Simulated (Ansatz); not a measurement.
Compare A (`[CH2]C(F)CF`•) with its isomer B (`[CH2]CC(F)F`•).

Calculated with Ansatz (gas phase, PBE0-D4/def2-TZVP geometries, no zero-point term in ΔE). CCSD(T)/CBS adds triple-zeta CCSD(T) − MP2 to the extrapolated MP2 energy (def2 sets, frozen cores). DFT in def2-TZVPP. B3LYP here is the variant with VWN-RPA as its local correlation; programs differ in this. Open shells (•) are unrestricted, without spin–orbit coupling. Each species was taken in one conformer, which may not be the lowest.

A:

Z-matrix (Å, degrees):
```
C
F 1 1.389
C 1 1.521 2 106.7
C 1 1.472 2 110.5 3 -123.9
H 1 1.102 2 106.6 3 115.4
F 3 1.378 1 108.9 2 175.4
H 3 1.093 1 110.4 2 -65.2
H 3 1.093 1 110.0 2 56.2
H 4 1.081 1 119.7 2 157.2
H 4 1.081 1 119.6 2 -32.1
```

B:

Z-matrix (Å, degrees):
```
C
C 1 1.508
C 1 1.480 2 113.0
H 1 1.102 2 106.2 3 122.5
H 1 1.093 2 107.9 3 -123.6
F 2 1.359 1 110.0 3 -179.0
F 2 1.360 1 110.3 3 -61.1
H 2 1.095 1 113.6 3 59.8
H 3 1.081 1 120.7 2 -148.6
H 3 1.082 1 120.3 2 40.3
```

(1) Which isomer does CCSD(T)/CBS put lower? Give the gap. (Best estimate.)

(2) Give E(B) − E(A) in kcal/mol with B3LYP, LDA (SPW92), ωB97M-V, r2SCAN-D4, B3LYP-D4, HF/def2-TZVPP, CCSD(T)/def2-TZVPP. (An estimate is asked.)

(3) Does the order hold for the free energy at 298.15 K (harmonic terms from PBE0-D4)? (Estimate.)

Largest T1 diagnostic: 0.012.

## Answers

(1) Computed: B, by 9.7 kcal/mol.

(2) Computed: B3LYP -9.3, LDA (SPW92) -11.4, ωB97M-V -10.1, r2SCAN-D4 -10.6, B3LYP-D4 -9.3, HF/def2-TZVPP -9.5, CCSD(T)/def2-TZVPP -10.1. None reverses the order clearly.

(3) Computed: Yes: G(B) − G(A) = -9.5 kcal/mol, for one conformer each.

At CCSD(T), def2-SVP lies −1.6 kcal/mol from the extrapolated value and def2-TZVPP −0.4 kcal/mol. Leaving LDA and LC-ωPBE aside and taking each functional with its dispersion term where it has one, the values, not all of them listed here, spread over 1.9 kcal/mol, from r2SCAN0-D4 to BLYP-D4. LDA lies −1.3 kcal/mol from PBE without D4.
